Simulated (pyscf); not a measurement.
PySCF, gas phase, ωB97X-D3(BJ)/def2-SVP geometries. Correlated levels are frozen-core, on RHF or UHF. ΔMP2 is the change of the MP2 total energy from the triple- to the quadruple-zeta basis.

**Question.** For the elementary gas-phase step H₂C=CH–I (SMILES C=CI) -> HI (SMILES I) + HC≡CH (SMILES C#C) (singlet surface; C–I, C–H broken, H–I formed), what barrier and reaction energy does CCSD(T)/def2-TZVPP + ΔMP2(QZVPP) give, measured from the reactant's lowest minimum found?

**Answer.** ΔE‡ = 3.26 eV, ΔE = +1.50 eV. Zero-point energy shifts the barrier by -0.25 eV. It is an elimination, with an imaginary mode of 1673i cm⁻¹. One saddle was located; it need not be the lowest between these sides. The CCSD(T) − MP2 part came from Ansatz, without density fitting, on the same reference. The largest closed-shell T1 diagnostic is 0.033, which may signal static correlation. The frozen core leaves the outer d or s,p core shells of the metals and heavy elements correlated in the MP2 and CC values, and def2-TZVPP describes them poorly, which can shift differences by a few kcal/mol. Elements past Kr carry the def2 core potentials, without spin-orbit coupling.
